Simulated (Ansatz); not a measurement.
```yaml
crystal:
  periodic: [false, false, false]
  atoms:
    - {symbol: Ge, position_ang: [-1.139316, -0.429297, -0.002690]}
    - {symbol: Ga, position_ang: [1.202075, 0.428476, 0.002787]}
    - {symbol: H, position_ang: [-1.044059, 1.299156, 0.001052]}
basis:
  gaussian: {orbitals: def2-TZVP}
magnetization: {spin_polarized: true, initial_magnetization: 2}
hamiltonian: {xc: pbe0}
relax: {f_tol: 0.004, max_steps: 80}
```

```sh
$ ansatz run in.yaml --threads 1 --pin off --events-out ev --progress --plain --max-ram 2176MiB
```

Steps of the relaxation (energy above the last step; positions in Å, forces in eV/Å):

```
3
step 1, 66.3 meV
Ge   -1.139   -0.429   -0.003    0.091    0.761    0.002
Ga    1.202    0.428    0.003   -0.263    0.065    0.000
H    -1.044    1.299    0.001    0.173   -0.826   -0.001
```

```
3
step 2, 2.6 meV
Ge   -1.194   -0.419   -0.003   -0.039   -0.191    0.000
Ga    1.090    0.515    0.003    0.057   -0.019    0.000
H    -0.877    1.202    0.001   -0.018    0.210    0.000
```

```
3
step 3, 0.1 meV
Ge   -1.187   -0.422   -0.003    0.001   -0.025    0.000
Ga    1.104    0.504    0.003   -0.013    0.000    0.000
H    -0.898    1.217    0.001    0.012    0.025    0.000
```

```
3
step 5, 0.0 meV
Ge   -1.188   -0.425   -0.003   -0.001   -0.001    0.000
Ga    1.099    0.506    0.003    0.001    0.000    0.000
H    -0.893    1.217    0.001    0.000    0.000    0.000
```

Close pairs at the end: Ge1–H3 1.668 Å, Ga2–H3 2.115 Å, Ge1–Ga2 2.469 Å.

A stationary point of unrestricted PBE0 after 5 steps, with ⟨S²⟩ = 2.009 against 2.00 for a pure state; no frequencies were run, so it isn't proven a minimum. 32 s on 1 thread of Intel Xeon Platinum 8488C, shared host.
